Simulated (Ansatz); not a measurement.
## Ansatz (development build ahead of 0.2.0) run

```yaml
crystal:
  periodic: [false, false, false]
  atoms:
    - { symbol: S, position_ang: [0.0, 0.0, 0.0] }
    - { symbol: Cl, position_ang: [0.0, 0.0, 4.242] }
basis:
  gaussian: { orbitals: pcseg-2 }
total_charge: 1
magnetization:
  initial_magnetization: 2
hamiltonian:
  xc: pbe0
```

The input is written out in the form of the current development build from the run's settings.

Output:

```yaml
Converged: yes
Total_energy: -857.53542 hartree
Spin_squared_of_the_determinant: 2.000
Stability_test: minimum among restricted orbitals
```

Caution: stretched shape with no unrestricted run beside it, a lower state can exist; charge can spread falsely over distant fragments.
